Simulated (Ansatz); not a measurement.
Base system: InSb in the zinc blende structure (space group F-43m, No. 216; a = 6.519 Å).

Level of theory: plane-wave PAW DFT at the PBEsol level (Ansatz, an electronic-structure program, 420 eV), no SOC.

It is then changed as follows: As takes the place of Sb on all its sites, then cell and atoms are relaxed.

Measured lattice parameter a: InSb 6.468 Å (static lattice; corrected from measurement; as listed in Daniel Mejia-Rodriguez, S. B. Trickey, Phys. Rev. B (2018)); InAs 6.047 Å (static lattice; corrected from measurement; as listed in Daniel Mejia-Rodriguez, S. B. Trickey, Phys. Rev. B (2018)).

How well does PBEsol reproduce the measured shift?

With PBEsol the lattice parameter a moves by -0.432 Å (6.519 → 6.087) against -0.421 Å measured.

Stability against distortions was not tested. The final runs are not spin-polarised.
